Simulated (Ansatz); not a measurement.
**BH (SMILES [BH]), run twice**

Aim: energy and forces of BH at CCSDT(Q)/B/MINI.

The results are computed with Ansatz 0.2.0.

7 further runs of the same task are left out: 4 for a known fault of the program, 3 set aside as unsound or not needed.

### 1 The structure to begin with

The species is BH (2 atoms), meant as a singlet with charge 0. SMILES: `[BH]`. Geometry: the measured bond length.

Bond lengths: B1–H2 1.232 Å.

### 2 The input as first written

in.yaml reads:

```yaml
crystal:
  periodic: [false, false, false]
  atoms:
    - {symbol: B, position_ang: [0.000000, 0.000000, 0.000000]}
    - {symbol: H, position_ang: [0.000000, 0.000000, 2.328898]}
basis:
  gaussian:
    orbitals: MINI.json
total_charge: 0
correlation:
  method: ccsdt_q_b
accuracy: high
output:
  forces: true
```

The basis set MINI is read from a file made from the Basis Set Exchange's data (not shown).

On the command line:

```console
$ ansatz run in.yaml --threads 1 --pin off --max-ram 2610MiB --events-out events.jsonl --progress --plain --runs-dir runs
```

Output, cut to the lines that bear on the results:

```text
Warning: RAYON_NUM_THREADS=1 ignored (pool sized by the plan → 1); use --threads N
Functional definition: HF
  name "HF"
[...]
77 factors; integrals over basis functions are off by at most 2.1e-8 eV
[...]
mean field -675.93875872 eV, -24.8402912153 hartree, gradient 2.3e-8 eV, S^2 0.000000; 0 other end points of the search recorded, 0 dependent functions left out; unrestricted orbitals would lower it
unrestricted determinant -676.95709647 eV, -24.8777144375 hartree, S^2 0.7507
1 core orbitals not correlated: weight in the atoms' cores, before any rotation towards them, 1.000 or more for the frozen orbitals, at most 0.000 for the correlated occupied ones
reference -675.93875872 eV, -24.8402912153 hartree; 2, 2 occupied and 3, 3 virtual orbitals, 77 factors
second order -1.23570536 eV of doubles, -0.00000000 eV of singles
cycle   1  -1.71290732 eV  change   -6.1e-1 eV  update   1.2e-1
[...]
cycle  25  -2.47226994 eV  change   6.7e-11 eV  update  1.5e-10
perturbative correction -0.00331785 eV, -0.0001219286 hartree
WARN: these amplitudes may be one of several solutions (largest doubles amplitude 0.40, level shift 1.39 eV)
[...]
Total energy: -678.41434651 eV, -24.9312673883 hartree
Atom 0 at     0.000000     0.000000     0.000000 Å, force     0.000000    -0.000000     1.539604 eV/Å
Atom 1 at     0.000000     0.000000     2.328898 Å, force    -0.000000     0.000000    -1.539604 eV/Å
Dipole moment:    -0.000000     0.000000    -0.112797 e Å
```

Run time: 0.24 s. Hardware: 1 thread of Arm Neoverse V2, shared host.

### 3 What went wrong

The program ended normally, but the settings are unsound, so its numbers aren't properties of the molecule.

The fault: the coordinates are read in the wrong unit, so the molecule is scaled by the ratio of bohr to ångström. In place of `- {symbol: H, position_ang: [0.000000, 0.000000, 2.328898]}` the sound input has `- {symbol: H, position_ang: [0.000000, 0.000000, 1.232400]}`. As the program read them, the closest atoms are 2.33 Å apart, against 1.23 Å in the sound input.

### 4 Try two

Changes to in.yaml since step 2:

```diff
@@ -4,3 +4,3 @@
     - {symbol: B, position_ang: [0.000000, 0.000000, 0.000000]}
-    - {symbol: H, position_ang: [0.000000, 0.000000, 2.328898]}
+    - {symbol: H, position_ang: [0.000000, 0.000000, 1.232400]}
 basis:
```

The basis set MINI is read from a file made from the Basis Set Exchange's data (not shown).

On the command line:

```console
$ ansatz run in.yaml --threads 1 --pin off --max-ram 2610MiB --events-out events.jsonl --progress --plain --runs-dir runs
```

Output, cut to the lines that bear on the results:

```text
Warning: RAYON_NUM_THREADS=1 ignored (pool sized by the plan → 1); use --threads N
Functional definition: HF
  name "HF"
[...]
77 factors; integrals over basis functions are off by at most 1.2e-8 eV
[...]
mean field -678.16780538 eV, -24.9222071689 hartree, gradient 9.1e-9 eV, S^2 0.000000; 1 other end points of the search recorded, 0 dependent functions left out; unrestricted orbitals would lower it
1 core orbitals not correlated: weight in the atoms' cores, before any rotation towards them, 1.000 or more for the frozen orbitals, at most 0.000 for the correlated occupied ones
reference -678.16780538 eV, -24.9222071689 hartree; 2, 2 occupied and 3, 3 virtual orbitals, 77 factors
second order -0.60258964 eV of doubles, -0.00000000 eV of singles
cycle   1  -0.87342983 eV  change   -2.7e-1 eV  update   6.8e-2
[...]
cycle  17  -1.16596342 eV  change  -1.3e-10 eV  update  2.2e-10
perturbative correction -0.00149248 eV, -0.0000548478 hartree
[...]
Total energy: -679.33526128 eV, -24.9651103820 hartree
Atom 0 at     0.000000     0.000000     0.000000 Å, force    -0.000000     0.000000    -4.475079 eV/Å
Atom 1 at     0.000000     0.000000     1.232400 Å, force     0.000000    -0.000000     4.475079 eV/Å
Dipole moment:     0.000000    -0.000000     0.166730 e Å
```

Run time: 0.2 s. Hardware: 1 thread of Arm Neoverse V2, shared host.

### 5 Outcome

At CCSDT(Q)/B/MINI:

| quantity | value |
| --- | --- |
| total energy | -24.96511 Eh |
| dipole moment (correlated density) | 0.80 D |
| correlation energy (1 core orbital frozen) | -42.9 mEh |
| T1 diagnostic | 0.010 |
| largest force on an atom | 4.475 eV/Å |

In words: The first attempt's energy was +0.921 eV off this one. The restricted solution is unstable to spin breaking: an unrestricted one lies lower. The largest force is 4.48 eV/Å: the shape isn't a stationary point for this species at this level.
